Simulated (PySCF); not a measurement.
Species: methylsilylchloride, CH5ClSi.
Numbering: `[CH3:1][SiH2:2][Cl:3]` (hydrogens: H4, H5, H6 on C1; H7, H8 on Si2)

Structure used (PBE0-D3(BJ)/def2-SVP), in Å, numbered top down from 1:
```xyz
8
CH5ClSi angstrom
C      0.0317    1.1135    1.0181
Si     1.8804    0.8684    1.0723
Cl     2.8170    2.6880    1.4168
H     -0.3358    1.5223    1.9712
H     -0.2460    1.8084    0.2116
H     -0.4712    0.1502    0.8360
H      2.3935    0.3391   -0.2233
H      2.2711   -0.0539    2.1764
```

Computed, not measured: core-valence-separated Tamm–Dancoff BHandHLYP/aug-pcX-1 (pcseg-1 on H, def2-SVPD on Si, def2-SVPD on Cl) in PySCF, non-relativistic, gas phase, PBE0-D3(BJ)/def2-SVP geometry. No empirical shift is added; at this level the pattern usually sits a few eV under experiment.

The lowest roots of each edge with f over 0.003 (five at most, numbered afresh; weaker and dark ones are left out), with transition dipoles (au) in the frame of the coordinates:

```json
{"root": "1", "edge": "C", "E (eV)": "285.84", "μx": "0.0158", "μy": "0.0388", "μz": "0.0068"}
{"root": "2", "edge": "C", "E (eV)": "286.14", "μx": "-0.0015", "μy": "0.0553", "μz": "0.0098"}
{"root": "3", "edge": "C", "E (eV)": "286.17", "μx": "0.0034", "μy": "0.0116", "μz": "-0.0679"}
{"root": "4", "edge": "C", "E (eV)": "286.37", "μx": "-0.0674", "μy": "0.0129", "μz": "-0.0014"}
{"root": "5", "edge": "C", "E (eV)": "286.91", "μx": "-0.0222", "μy": "0.0009", "μz": "-0.0011"}
```

Q: What are the oscillator strengths?

A: f = (2/3) ΔE |μ|², with ΔE in hartree (27.2114 eV):

| root | ΔE (Eh) | \|μ\|² (au) | f | core hole on |
| --- | --- | --- | --- | --- |
| 1 | 10.5045 | 0.001801 | 0.013 | C1 |
| 2 | 10.5154 | 0.003154 | 0.022 | C1 |
| 3 | 10.5166 | 0.004751 | 0.033 | C1 |
| 4 | 10.5241 | 0.004706 | 0.033 | C1 |
| 5 | 10.5436 | 0.000497 | 0.004 | C1 |

Q: Molecules are fixed in this frame and the field points along (0, 1, 1)/√2. What effective strengths 3 f cos²θ do the roots have (θ between field and μ)?

A: root 1 (C1): 0.022, root 2 (C1): 0.045, root 3 (C1): 0.033, root 4 (C1): 0.001, root 5 (C1): 0.000. Root 2 is the strongest. Averaged over all orientations cos²θ is 1/3, which gives f back.

